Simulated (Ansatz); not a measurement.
A nudged elastic band was laid between two geometries of CH3 + H4Si (9 atoms, charge 0, multiplicity 2).

These are results of UKS PBE/def2-SVP in Ansatz, not measurements.

```json
{
  "movable images": "4",
  "climbing image": "no",
  "spring": "5.0 eV/Å²",
  "optimiser": "quadratic models (default)",
  "start path": "through a guess of the saddle point",
  "force threshold": "0.05 eV/Å",
  "iteration limit": "60",
  "end points": "relaxed"
}
```

First end point:

```xyz
9
Properties=species:S:1:pos:R:3
Si 0.000 0.000 -0.410
H 0.000 0.000 1.095
H 1.416 0.000 -0.915
H -0.707 1.226 -0.915
H -0.708 -1.226 -0.915
C 0.000 0.000 3.973
H -0.593 -0.924 3.976
H 1.097 -0.052 3.976
H -0.504 0.976 3.976
```

Last end point:

```xyz
9
Properties=species:S:1:pos:R:3
Si 0.000 0.000 -0.776
H 0.000 0.000 2.554
H 1.435 0.000 -1.229
H -0.717 1.243 -1.229
H -0.717 -1.243 -1.229
C 0.000 0.000 3.661
H -0.564 -0.877 4.030
H 1.042 -0.049 4.030
H -0.478 0.927 4.030
```

Which bonds break or form, and what moves?

Bonds broken: Si1–H2. Bonds formed: H2–C6. CH3 + H4Si becomes CH4 + H3Si.

Give the energies along the band, and the barrier.

The run converged. The highest image is number 2 of 0 to 5, 0.084 eV above the first end and 0.933 eV above the last; the last end lies 0.849 eV below the first. No image climbed, so the highest image needn't sit at the top of the path.

```json
{"image": "0", "path coordinate (Å)": "0.00", "energy (eV)": "0.000", "Si1–H2 (Å)": "1.51", "H2–C6 (Å)": "2.88"}
{"image": "1", "path coordinate (Å)": "0.69", "energy (eV)": "0.016", "Si1–H2 (Å)": "1.51", "H2–C6 (Å)": "2.39"}
{"image": "2", "path coordinate (Å)": "1.37", "energy (eV)": "0.084", "Si1–H2 (Å)": "1.63", "H2–C6 (Å)": "1.71"}
{"image": "3", "path coordinate (Å)": "2.06", "energy (eV)": "-0.766", "Si1–H2 (Å)": "2.43", "H2–C6 (Å)": "1.12"}
{"image": "4", "path coordinate (Å)": "2.74", "energy (eV)": "-0.836", "Si1–H2 (Å)": "2.88", "H2–C6 (Å)": "1.11"}
{"image": "5", "path coordinate (Å)": "3.43", "energy (eV)": "-0.849", "Si1–H2 (Å)": "3.33", "H2–C6 (Å)": "1.11"}
```

What is the geometry of the highest image?


```xyz
9
Properties=species:S:1:pos:R:3
Si 0.000 0.000 -0.023
H 0.000 0.000 1.604
H 1.413 0.000 -0.547
H -0.706 1.223 -0.548
H -0.706 -1.223 -0.548
C 0.000 0.000 3.310
H -0.583 -0.909 3.531
H 1.079 -0.051 3.531
H -0.495 0.960 3.531
```

The band took 9 iterations and about 80 core-seconds.

Time of the run: 39 s on 2 threads of Arm Neoverse V2, with other jobs on the host, peak memory 0.14 GiB.
